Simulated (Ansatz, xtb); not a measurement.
## Ranking isomers of C2H6Si+

3 gas-phase structures of C2H6Si+, found in a search over its isomers (lower ones may exist). Each was relaxed with GFN2-xTB:

A. the doublet with the links of `C[CH][SiH2+]`
B. a doublet given by its coordinates
C. the doublet with the links of `[CH2][SiH+]C`

B (Å):

```yaml
atoms:
  - { symbol: C, position_ang: [-0.1466, -2.2670, -2.1212] }
  - { symbol: C, position_ang: [-0.5992, -0.8953, -2.0444] }
  - { symbol: Si, position_ang: [1.4071, -1.0026, -1.9574] }
  - { symbol: H, position_ang: [-0.2672, -2.9110, -1.2594] }
  - { symbol: H, position_ang: [-0.1810, -2.7809, -3.0732] }
  - { symbol: H, position_ang: [-0.9631, -0.4088, -2.9401] }
  - { symbol: H, position_ang: [-1.0484, -0.5381, -1.1267] }
  - { symbol: H, position_ang: [2.0829, -0.7118, -3.2070] }
  - { symbol: H, position_ang: [1.9590, -0.8893, -0.6216] }
```

Close contacts (Å): C1–C2 1.45, C1–Si3 2.01, C2–Si3 2.01, C1–H4 1.08, C1–H5 1.08, C2–H6 1.08, C2–H7 1.08, Si3–H8 1.45, Si3–H9 1.45.

Q: Make a reasoned guess at their ranking by r2SCAN-D4/def2-SVP single-point energy.

A: Calculated order at r2SCAN-D4/def2-SVP: C (0.0), B (4.7), A (6.1) kcal/mol.

Energies above the lowest of each column, in kcal/mol; the last columns are at B3LYP-D3(BJ)/def2-SVP geometries:

```json
{"structure": "C", "GFN2-xTB": "11.7", "HF/STO-3G": "0.0", "r2SCAN-D4/def2-SVP": "0.0", "B3LYP-D3(BJ)/def2-SVP": "0.0", "CCSD(T)/def2-SVP + ΔMP2/def2-TZVPP": "0.0"}
{"structure": "B", "GFN2-xTB": "6.9", "HF/STO-3G": "24.6", "r2SCAN-D4/def2-SVP": "4.7", "B3LYP-D3(BJ)/def2-SVP": "6.1", "CCSD(T)/def2-SVP + ΔMP2/def2-TZVPP": "5.5"}
{"structure": "A", "GFN2-xTB": "0.0", "HF/STO-3G": "13.0", "r2SCAN-D4/def2-SVP": "6.1", "B3LYP-D3(BJ)/def2-SVP": "6.9", "CCSD(T)/def2-SVP + ΔMP2/def2-TZVPP": "10.6"}
```

CCSD(T)/def2-SVP + ΔMP2/def2-TZVPP puts C lowest; GFN2-xTB picks A. Flexible structures stand in one conformer each, not always the lowest. Open shells are spin-unrestricted. ΔMP2 is the change of the MP2 energy from the smaller to the larger basis.

Programs: Ansatz 0.2.0, xtb 6.7.1.
